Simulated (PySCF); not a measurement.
C6H10.
SMILES: `CCC1=C(C)C1`

A PySCF run (density fitting, gas phase, GFN2-xTB geometry) gave HOMO -5.27 eV, LUMO -0.58 eV, dipole 0.94 D and E = -234.548 Eh.

**Question.** Which of these levels was it?
A. PBE0/def2-SVPD
B. PBE0/pcSseg-1
C. revPBE/Sadlej pVTZ

**Answer.** C. It is revPBE/Sadlej pVTZ. All candidates on this geometry:

| level and settings | kind | basis functions | SCF cycles | E (Eh) | HOMO (eV) | LUMO (eV) | dipole (D) |
| --- | --- | --- | --- | --- | --- | --- | --- |
| revPBE/Sadlej pVTZ | GGA | 234 | 15 | -234.5480 | -5.27 | -0.58 | 0.94 |
| PBE0/def2-SVPD | global hybrid | 200 | 13 | -234.1348 | -6.45 | 0.68 | 0.91 |
| PBE0/pcSseg-1 | global hybrid | 152 | 13 | -234.2589 | -6.45 | 0.93 | 0.92 |

The nearest other candidate, by the summed differences of HOMO and LUMO, is PBE0/def2-SVPD: its HOMO differs by -1.18 eV and its LUMO by +1.26 eV. Cycle counts include a coarse-grid stage where the run had one.

Conformer computed: `[CH3:1][CH2:2][C:3]1=[C:4]([CH3:5])[CH2:6]1`: C1–C2–C3–C4 0°.
